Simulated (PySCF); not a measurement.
Method: TPSSh-D3(BJ)/def2-TZVP // B3LYP-D3(BJ)/def2-TZVP (PySCF 2.14.0). Isolated molecules, 0 K electronic values unless said otherwise. One relaxed conformer stands for a flexible species; it need not be the lowest. Delta-SCF ions had no search for a lower state. 

Reference species (SMILES): `C(C#N)=C` (neutral, multiplicity 1).

The HOMO is -7.78 eV. The vertical ionisation energy (Delta-SCF) comes out as 10.63 eV.

Changed species: `N(C=C)(C)C` (C–C–N–C torsion 6°) (X = dimethylamino; the reference has X = cyano).

Task: What does the change do to the HOMO and vertical ionisation energy (Delta-SCF)?

Result: the HOMO goes up by 2.79 eV, to -4.99 eV; the vertical ionisation energy (Delta-SCF) falls by 3.14 eV, to 7.49 eV.
